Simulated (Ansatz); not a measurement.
# C2H2B: relaxing the atoms, harmonic vibrations and batch in weak fields

The task, for C2H2B: 3 runs in a chain (relaxing the atoms, harmonic vibrations and batch in weak fields).

Method: CCSD(T) on unrestricted Hartree-Fock, Gaussian basis cc-pVTZ, in Ansatz 0.2.0.

### 1 The starting structure

Bond lengths: C1–C2 1.360 Å, C1–B3 1.512 Å, C2–B3 1.512 Å, B3–H4 1.180 Å, C1–H5 1.047 Å. Angles: C1–C2–B3 63.3°, C2–C1–B3 63.3°, C2–C1–H5 151.5°, B3–C1–H5 145.3°, C1–B3–C2 53.5°, C1–B3–H4 153.3°, C2–B3–H4 153.3°.

Coordinates:

```xyz
5

C     0.6800    0.0000    0.0000
C    -0.6800    0.0000    0.0000
B     0.0000    1.3500    0.0000
H     0.0000    2.5300    0.0000
H     1.6000   -0.5000    0.0000
```

### 2 Relaxing the atoms: C2H2B

File input.yaml:

```yaml
relax:
  f_tol: 0.001
  max_steps: 200
crystal:
  periodic: [false, false, false]
  atoms:
    - { symbol: C, position_ang: [0.68, 0.0, 0.0] }
    - { symbol: C, position_ang: [-0.68, 0.0, 0.0] }
    - { symbol: B, position_ang: [0.0, 1.35, 0.0] }
    - { symbol: H, position_ang: [0.0, 2.53, 0.0] }
    - { symbol: H, position_ang: [1.6, -0.5, 0.0] }
magnetization:
  spin_polarized: true
  initial_magnetization: 1
basis:
  gaussian: { orbitals: cc-pVTZ }
hamiltonian:
  xc: hf
correlation:
  method: ccsd_t
```

Command:

```sh
ansatz run input.yaml --threads 8 --pin off --max-ram 12288MiB --backend cpu --events-out ev --progress --plain --runs-dir out
```

The log of the run, cut to the lines that bear on the results:

```text
Warning: RAYON_NUM_THREADS=8 ignored (pool sized by the plan → 8); use --threads N
[...]
Functional definition: HF
[...]
788 factors; integrals over basis functions are off by at most 4.3e-4 eV
[...]
mean field -2761.64400875 eV, -101.4885454121 hartree, gradient 9.1e-6 eV, S^2 0.777306; 1 other end points of the search recorded, 0 dependent functions left out
determinant -2761.64400875 eV, -101.4885454121 hartree, with singles and doubles -2772.52103643 eV, -101.8882688065 hartree
determinant -2758.32819500 eV, -101.3666915043 hartree, with singles and doubles -2768.71869951 eV, -101.7485355022 hartree
3 core orbitals not correlated: weight in the atoms' cores, before any rotation towards them, 1.000 or more for the frozen orbitals, at most 0.000 for the correlated occupied ones
reference -2761.64400875 eV, -101.4885454121 hartree; 7, 6 occupied and 108, 109 virtual orbitals, 788 factors
second order -10.15005304 eV of doubles, -0.00000000 eV of singles
cycle   1  -10.71196606 eV  change   -7.5e-1 eV  update   2.1e-2
[...]
perturbative correction -0.59266252 eV, -0.0217799458 hartree
[...]
relax step   1: F+E_penalty+E_count = -2772.98144122 eV  Δ(F+E_penalty+E_count) = +0.000e0 eV  max|allowed force component| = 2.093e0 eV/Å  Δτ_max = 0.0000 Å  (101 SCF iters, accepted)
[...]
relax step   6: F+E_penalty+E_count = -2773.03404417 eV  Δ(F+E_penalty+E_count) = -4.346e-5 eV  max|allowed force component| = 6.648e-3 eV/Å  Δτ_max = 0.0036 Å  (42 SCF iters, accepted)
[...]
relax step   7: F+E_penalty+E_count = -2773.03404861 eV  Δ(F+E_penalty+E_count) = -4.437e-6 eV  max|allowed force component| = 2.499e-4 eV/Å  Δτ_max = 0.0008 Å  (45 SCF iters, accepted)
788 factors; integrals over basis functions are off by at most 5.3e-4 eV
[...]
mean field -2761.72300379 eV, -101.4914484262 hartree, gradient 9.6e-7 eV, S^2 0.773937; 1 other end points of the search recorded, 0 dependent functions left out
3 core orbitals not correlated: weight in the atoms' cores, before any rotation towards them, 1.000 or more for the frozen orbitals, at most 0.000 for the correlated occupied ones
reference -2761.72300379 eV, -101.4914484262 hartree; 7, 6 occupied and 108, 109 virtual orbitals, 788 factors
second order -10.13480186 eV of doubles, -0.00000000 eV of singles
[...]
cycle  14  -10.72653236 eV  change    2.6e-6 eV  update   1.0e-6
[...]
perturbative correction -0.58451241 eV, -0.0214804350 hartree
[...]
Total energy: -2773.03404856 eV, -101.9071216547 hartree
Atom 0 at     0.682055     0.020895     0.000000 Å, force    -0.000004    -0.000195     0.000000 eV/Å
Atom 1 at    -0.652313     0.001451    -0.000000 Å, force    -0.000014    -0.000156    -0.000000 eV/Å
Atom 2 at    -0.037633     1.359503     0.000000 Å, force    -0.000063     0.000009    -0.000000 eV/Å
Atom 3 at     0.002191     2.536050    -0.000000 Å, force     0.000080     0.000250     0.000000 eV/Å
Atom 4 at     1.605700    -0.537900    -0.000000 Å, force     0.000001     0.000092     0.000000 eV/Å
Dipole moment:     0.341366     0.041779     0.000000 e Å
```

Wall time 3.5 min (8 threads of Intel Xeon Platinum 8259CL at 2.50GHz (Skylake/Cascade Lake), shared host); peak memory 2.2 GiB.

Step by step:

```
step  energy from step 1 (eV)  largest force component (eV/Å)
   1                   0.0000                          2.0934
   2                  -0.0413                          0.5905
   3                  -0.0504                          0.2326
   4                  -0.0517                          0.1536
   5                  -0.0526                          0.0223
   6                  -0.0526                          0.0066
   7                  -0.0526                          0.0003
```

Step 1 is the start.

Before: Bond lengths: C1–C2 1.360 Å, C1–B3 1.512 Å, C2–B3 1.512 Å, B3–H4 1.180 Å, C1–H5 1.047 Å. Angles: C1–C2–B3 63.3°, C2–C1–B3 63.3°, C2–C1–H5 151.5°, B3–C1–H5 145.3°, C1–B3–C2 53.5°, C1–B3–H4 153.3°, C2–B3–H4 153.3°.

After: Bond lengths: C1–C2 1.335 Å, C1–B3 1.520 Å, C2–B3 1.491 Å, B3–H4 1.177 Å, C1–H5 1.080 Å. Angles: C1–C2–B3 64.8°, C2–C1–B3 62.6°, C2–C1–H5 148.0°, B3–C1–H5 149.4°, C1–B3–C2 52.6°, C1–B3–H4 149.8°, C2–B3–H4 157.6°.

### 3 Harmonic vibrations

It takes the final geometry of step 2.

File input.yaml:

```yaml
crystal:
  periodic: [false, false, false]
  atoms:
    - { symbol: C, position_ang: [0.68205495, 0.02089497, 0.0] }
    - { symbol: C, position_ang: [-0.65231251, 0.0014507, 0.0] }
    - { symbol: B, position_ang: [-0.03763283, 1.35950349, 0.0] }
    - { symbol: H, position_ang: [0.00219071, 2.53605043, 0.0] }
    - { symbol: H, position_ang: [1.60569968, -0.53789959, 0.0] }
magnetization:
  spin_polarized: true
  initial_magnetization: 1
basis:
  gaussian: { orbitals: cc-pVTZ }
hamiltonian:
  xc: hf
correlation:
  method: ccsd_t
phonons: {}
```

Command:

```sh
ansatz run input.yaml --threads 8 --pin off --max-ram 12288MiB --backend cpu --events-out ev --progress --plain --runs-dir out
```

The log of the run, cut to the lines that bear on the results:

```text
Warning: RAYON_NUM_THREADS=8 ignored (pool sized by the plan → 8); use --threads N
[...]
Functional definition: HF
[...]
788 factors; integrals over basis functions are off by at most 3.8e-4 eV
[...]
mean field -2761.72300372 eV, -101.4914484237 hartree, gradient 6.7e-6 eV, S^2 0.773937; 0 other end points of the search recorded, 0 dependent functions left out
3 core orbitals not correlated: weight in the atoms' cores, before any rotation towards them, 1.000 or more for the frozen orbitals, at most 0.000 for the correlated occupied ones
reference -2761.72300372 eV, -101.4914484237 hartree; 7, 6 occupied and 108, 109 virtual orbitals, 788 factors
second order -10.13480221 eV of doubles, -0.00000000 eV of singles
cycle   1  -10.32906608 eV  change   -1.9e-1 eV  update   8.0e-2
[...]
perturbative correction -0.58451244 eV, -0.0214804360 hartree
[...]
788 factors; integrals over basis functions are off by at most 3.8e-4 eV
[...]
3 core orbitals not correlated: weight in the atoms' cores, before any rotation towards them, 1.000 or more for the frozen orbitals, at most 0.000 for the correlated occupied ones
reference -2761.72631573 eV, -101.4915701378 hartree; 7, 6 occupied and 108, 109 virtual orbitals, 788 factors
second order -10.13244626 eV of doubles, -0.00000000 eV of singles
[...]
perturbative correction -0.58350540 eV, -0.0214434278 hartree
[...]
788 factors; integrals over basis functions are off by at most 3.8e-4 eV
mean field -2761.71934016 eV, -101.4913137904 hartree, gradient 9.6e-7 eV, S^2 0.774179; 0 other end points of the search recorded, 0 dependent functions left out
3 core orbitals not correlated: weight in the atoms' cores, before any rotation towards them, 1.000 or more for the frozen orbitals, at most 0.000 for the correlated occupied ones
reference -2761.71934016 eV, -101.4913137904 hartree; 7, 6 occupied and 108, 109 virtual orbitals, 788 factors
second order -10.13715235 eV of doubles, -0.00000000 eV of singles
[...]
cycle  14  -10.72901473 eV  change    2.3e-6 eV  update   8.9e-7
[...]
```

### 4 More of the same log

Output, continued, cut to the lines that bear on the results:

```text
[...]
perturbative correction -0.58552146 eV, -0.0215175170 hartree
[...]
788 factors; integrals over basis functions are off by at most 3.8e-4 eV
mean field -2761.72354528 eV, -101.4914683257 hartree, gradient 1.5e-6 eV, S^2 0.773894; 0 other end points of the search recorded, 0 dependent functions left out
3 core orbitals not correlated: weight in the atoms' cores, before any rotation towards them, 1.000 or more for the frozen orbitals, at most 0.000 for the correlated occupied ones
reference -2761.72354528 eV, -101.4914683257 hartree; 7, 6 occupied and 108, 109 virtual orbitals, 788 factors
second order -10.13450716 eV of doubles, -0.00000000 eV of singles
cycle   1  -10.32882776 eV  change   -1.9e-1 eV  update   8.0e-2
[...]
perturbative correction -0.58430410 eV, -0.0214727795 hartree
[...]
788 factors; integrals over basis functions are off by at most 3.8e-4 eV
[...]
3 core orbitals not correlated: weight in the atoms' cores, before any rotation towards them, 1.000 or more for the frozen orbitals, at most 0.000 for the correlated occupied ones
reference -2761.72269575 eV, -101.4914371058 hartree; 7, 6 occupied and 108, 109 virtual orbitals, 788 factors
second order -10.13515936 eV of doubles, -0.00000000 eV of singles
[...]
perturbative correction -0.58456341 eV, -0.0214823092 hartree
[...]
788 factors; integrals over basis functions are off by at most 3.8e-4 eV
mean field -2761.72329716 eV, -101.4914592074 hartree, gradient 9.5e-7 eV, S^2 0.773955; 0 other end points of the search recorded, 0 dependent functions left out
3 core orbitals not correlated: weight in the atoms' cores, before any rotation towards them, 1.000 or more for the frozen orbitals, at most 0.000 for the correlated occupied ones
reference -2761.72329716 eV, -101.4914592074 hartree; 7, 6 occupied and 108, 109 virtual orbitals, 788 factors
second order -10.13444715 eV of doubles, -0.00000000 eV of singles
[...]
cycle   3  -10.72314115 eV  change   -6.9e-2 eV  update   1.7e-2
```

### 5 The output, continued

Output, continued, cut to the lines that bear on the results:

```text
cycle   4  -10.72364389 eV  change   -5.0e-4 eV  update   7.7e-3
[...]
perturbative correction -0.58446214 eV, -0.0214785873 hartree
[...]
788 factors; integrals over basis functions are off by at most 3.9e-4 eV
mean field -2761.72269371 eV, -101.4914370308 hartree, gradient 9.5e-7 eV, S^2 0.773940; 0 other end points of the search recorded, 0 dependent functions left out
3 core orbitals not correlated: weight in the atoms' cores, before any rotation towards them, 1.000 or more for the frozen orbitals, at most 0.000 for the correlated occupied ones
reference -2761.72269371 eV, -101.4914370308 hartree; 7, 6 occupied and 108, 109 virtual orbitals, 788 factors
second order -10.13489568 eV of doubles, -0.00000000 eV of singles
[...]
perturbative correction -0.58458023 eV, -0.0214829271 hartree
[...]
788 factors; integrals over basis functions are off by at most 3.8e-4 eV
[...]
reference -2761.72283423 eV, -101.4914421951 hartree; 7, 6 occupied and 108, 109 virtual orbitals, 788 factors
second order -10.13481723 eV of doubles, -0.00000000 eV of singles
[...]
cycle  14  -10.72663651 eV  change    2.4e-6 eV  update   1.0e-6
[...]
perturbative correction -0.58455741 eV, -0.0214820884 hartree
[...]
Total energy: -2773.03404816 eV, -101.9071216401 hartree
Atom 0 at     0.682055     0.020895     0.000000 Å, force    -0.000003    -0.000197    -0.000000 eV/Å
Atom 1 at    -0.652313     0.001451     0.000000 Å, force    -0.000014    -0.000157     0.000000 eV/Å
Atom 2 at    -0.037633     1.359503     0.000000 Å, force    -0.000062     0.000010    -0.000000 eV/Å
Atom 3 at     0.002191     2.536050     0.000000 Å, force     0.000080     0.000250     0.000000 eV/Å
Atom 4 at     1.605700    -0.537900     0.000000 Å, force    -0.000001     0.000094     0.000000 eV/Å
Dipole moment:     0.341366     0.041779    -0.000000 e Å
Vibrations: 711.98 743.44 840.74 863.69 1004.58 1150.13 1553.93 2776.78 3238.98 cm⁻¹, zero-point energy 0.798723 eV
```

It took 6.5 min on 8 threads of Intel Xeon Platinum 8259CL at 2.50GHz (Skylake/Cascade Lake), shared host; peak memory 2.2 GiB.

Harmonic frequencies from the force constants, with rigid motions projected out (i: imaginary):

```
mode  cm⁻¹
   1   711
   2   743
   3   839
   4   863
   5  1004
   6  1145
   7  1554
   8  2774
   9  3239
```

### 6 Batch in weak fields

It takes final geometries of earlier steps.

File input.yaml:

```yaml
magnetization:
  spin_polarized: true
  initial_magnetization: 1
hamiltonian:
  xc: hf
correlation:
  method: ccsd_t
batch:
  members: [f0p.yaml, f0m.yaml, f1p.yaml, f1m.yaml, f2p.yaml, f2m.yaml]
output:
  forces: true
# f0m.yaml, one of 6 members:
crystal:
  periodic: [false, false, false]
  atoms:
    - { symbol: C, position_ang: [0.68205495, 0.02089497, 0.0] }
    - { symbol: C, position_ang: [-0.65231251, 0.0014507, 0.0] }
    - { symbol: B, position_ang: [-0.03763283, 1.35950349, 0.0] }
    - { symbol: H, position_ang: [0.00219071, 2.53605043, 0.0] }
    - { symbol: H, position_ang: [1.60569968, -0.53789959, 0.0] }
basis:
  gaussian:
    orbitals: cc-pVTZ
    point_charges:
      - { charge: 2.500062, position_ang: [60.32, 0.676, 0.0] }
      - { charge: -2.500062, position_ang: [-59.68, 0.676, 0.0] }
```

The log of the run, cut to the lines that bear on the results:

```text
Warning: RAYON_NUM_THREADS=8 ignored (pool sized by the plan → 8); use --threads N
[...]
Functional definition: HF
[...]
Member 2: Total energy: -2773.03496875 eV, -101.9071554710 hartree
Member 2: Atom 0 at     0.682055     0.020895     0.000000 Å, force    -0.001661    -0.007608     0.000000 eV/Å
Member 2: Atom 1 at    -0.652313     0.001451     0.000000 Å, force     0.002420    -0.007458    -0.000000 eV/Å
Member 2: Atom 2 at    -0.037633     1.359503     0.000000 Å, force    -0.003162     0.015440    -0.000000 eV/Å
Member 2: Atom 3 at     0.002191     2.536050     0.000000 Å, force     0.000701    -0.003029     0.000000 eV/Å
Member 2: Atom 4 at     1.605700    -0.537900     0.000000 Å, force     0.001710     0.002659    -0.000000 eV/Å
Member 2: Dipole moment:     0.341413     0.049621     0.000000 e Å
Member 0: Total energy: -2773.04095687 eV, -101.9073755302 hartree
[...]
Member 1: Atom 2 at    -0.037633     1.359503     0.000000 Å, force    -0.002358    -0.003995     0.000000 eV/Å
Member 1: Atom 3 at     0.002191     2.536050     0.000000 Å, force    -0.000340     0.000331    -0.000000 eV/Å
Member 1: Atom 4 at     1.605700    -0.537900     0.000000 Å, force    -0.002190    -0.003251     0.000000 eV/Å
Member 1: Dipole moment:     0.334007     0.041733    -0.000000 e Å
Member 3: Total energy: -2773.03329523 eV, -101.9070939703 hartree
Member 3: Atom 0 at     0.682055     0.020895     0.000000 Å, force     0.001661     0.007177     0.000000 eV/Å
Member 3: Atom 1 at    -0.652313     0.001451     0.000000 Å, force    -0.002481     0.007078    -0.000000 eV/Å
Member 3: Atom 2 at    -0.037633     1.359503     0.000000 Å, force     0.003019    -0.015371    -0.000000 eV/Å
Member 3: Atom 3 at     0.002191     2.536050     0.000000 Å, force    -0.000537     0.003616    -0.000000 eV/Å
Member 3: Atom 4 at     1.605700    -0.537900     0.000000 Å, force    -0.001669    -0.002505     0.000000 eV/Å
Member 3: Dipole moment:     0.341319     0.033930    -0.000000 e Å
```

It took 3.3 min on 8 threads of Intel Xeon Platinum 8259CL at 2.50GHz (Skylake/Cascade Lake), shared host; peak memory 6 GiB.

### 7 The runs side by side

| step | energy above the lowest (eV) | charge | 2S+1 typed | ⟨S²⟩ | dipole (D) | time |
| --- | --- | --- | --- | --- | --- | --- |
| 2 | 0.000 | 0 | 2 | 0.77 | 1.65 | 3.5 min |
| 3 | 0.000 | 0 | 2 | 0.77 | 1.65 | 6.5 min |

```
                     quantity             value
harmonic frequencies (step 3)  711 to 3239 cm⁻¹
   zero-point energy (step 3)          0.798 eV
 mean polarisability (step 6)           4.74 Å³
```

In step 3 all modes are real: a minimum.
